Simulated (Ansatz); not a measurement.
Geometry optimisation, Ansatz, RKS CAM-B3LYP-D4/def2-SVP.

The input (input.yaml):

```yaml
crystal:
  periodic: [false, false, false]
  atoms:
    - { symbol: B, position_ang: [0.106138, 0.304313, 0.253243] }
    - { symbol: C, position_ang: [-0.002496, 0.378494, 1.832886] }
    - { symbol: H, position_ang: [-0.992008, 0.111429, 2.240259] }
    - { symbol: H, position_ang: [0.793377, -0.178213, 2.352248] }
    - { symbol: H, position_ang: [0.164285, 1.443028, 2.095394] }
    - { symbol: H, position_ang: [1.191258, 0.311383, -0.277939] }
    - { symbol: H, position_ang: [-0.880789, 0.415977, -0.433557] }
    - { symbol: "N", position_ang: [-0.256813, -2.375413, 0.642688] }
    - { symbol: H, position_ang: [-1.036485, -2.932509, 0.295111] }
    - { symbol: H, position_ang: [0.48615, -3.001969, 0.948332] }
    - { symbol: H, position_ang: [-0.575818, -1.841921, 1.473536] }
basis:
  gaussian: { orbitals: def2-SVP }
hamiltonian:
  xc: cam_b3lyp
  dispersion: d4
relax:
  f_tol: 0.03
  max_steps: 50
```

Run as:

```bash
$ ansatz run input.yaml --threads 2 --pin off --max-ram 3072MiB --backend cpu --events-out ev --progress --plain --runs-dir out
```

Q: Where does it end, and by what steps?

A: The forces met the threshold. The force dipped under the threshold on the way, but the program's further checks kept it going. After 12 steps the energy has fallen by 1.105 eV; H9 moved furthest, 0.98 Å. Joined: B1–N8 (2.73 → 1.65 Å).

```
step  energy less start (eV)  largest force component (eV/Å)  accepted
   0                  0.0000                           0.855       yes
   1                 -0.1484                           1.218       yes
   2                 -0.3814                           1.806       yes
   3                 -0.8023                           1.210       yes
   4                 -0.9689                           1.188       yes
   5                 -1.0615                           0.229       yes
   6                 -1.0805                           0.524       yes
   7                 -1.0796                           0.729        no
   8                 -1.1000                           0.112       yes
   9                 -1.1044                           0.007       yes
  10                 -1.1048                           0.049       yes
  11                 -1.1048                           0.041        no
  12                 -1.1049                           0.007       yes
```

```xyz
11
Properties=species:S:1:pos:R:3
B -0.071 -0.315 0.430
C 0.088 0.354 1.886
H -0.802 0.227 2.531
H 0.960 -0.021 2.453
H 0.236 1.441 1.781
H 0.934 -0.251 -0.270
H -1.079 0.027 -0.179
N -0.283 -1.939 0.659
H -0.389 -2.419 -0.235
H 0.519 -2.346 1.146
H -1.116 -2.123 1.221
```

Whether the end is a true minimum wasn't checked by a vibrational analysis.

Time of the run: 36 s on 2 threads of Arm Neoverse N1 (shared host), peak memory 0.16 GiB.
